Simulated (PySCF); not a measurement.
Dissociation curve of SMILES C#N. The C1–H3 bond (C1 also carries N; H3 carries nothing else) is pulled apart rigidly from the PBE0/def2-TZVP optimised geometry.

- RCCSD = CCSD on RHF/cc-pVDZ, 2 core orbitals frozen (PySCF)
- UMP2 = MP2 on UHF/cc-pVDZ, 2 core orbitals frozen in PySCF
- UCCSD = CCSD on UHF/cc-pVDZ, 2 core orbitals frozen in PySCF

Energies are in kcal/mol, each relative to the lowest point of its own curve near equilibrium.

```csv
R / Å,RCCSD,UMP2,UCCSD
0.86,34.7,34.2,34.7
0.92,16.1,15.8,16.1
0.97,6.9,6.6,6.9
0.99,4.4,4.2,4.4
1.03,1.2,1.1,1.2
1.07,0.0,0.0,0.0
1.11,0.3,(withheld),0.3
1.13,1.0,1.1,1.0
1.16,2.5,2.7,2.5
1.23,7.8,8.2,7.8
1.31,16.1,16.8,16.1
1.44,32.0,33.3,32.0
1.60,52.5,55.0,52.5
1.76,71.7,(withheld),73.1
1.94,90.3,(withheld),93.0
2.11,104.6,(withheld),107.4
2.36,119.8,(withheld),119.7
2.61,129.5,140.6,124.5
2.90,136.0,142.2,126.3
3.21,139.6,142.9,126.9
3.71,142.3,143.2,127.2
```

Task: Fill in the missing entries.

Result: 
- 1.11, UMP2: 0.4
- 1.76, UMP2: 94.3
- 1.94, UMP2: 117.3
- 2.11, UMP2: 128.9
- 2.36, UMP2: 137.1

The T1 diagnostic of CCSD on the restricted reference of RCCSD exceeds 0.045 at 2.36 to 3.71 Å. The unrestricted determinant behind UMP2, UCCSD is spin-contaminated at 1.76 to 3.71 Å (<S²> up to 1.3, against 0.00 for a pure singlet).
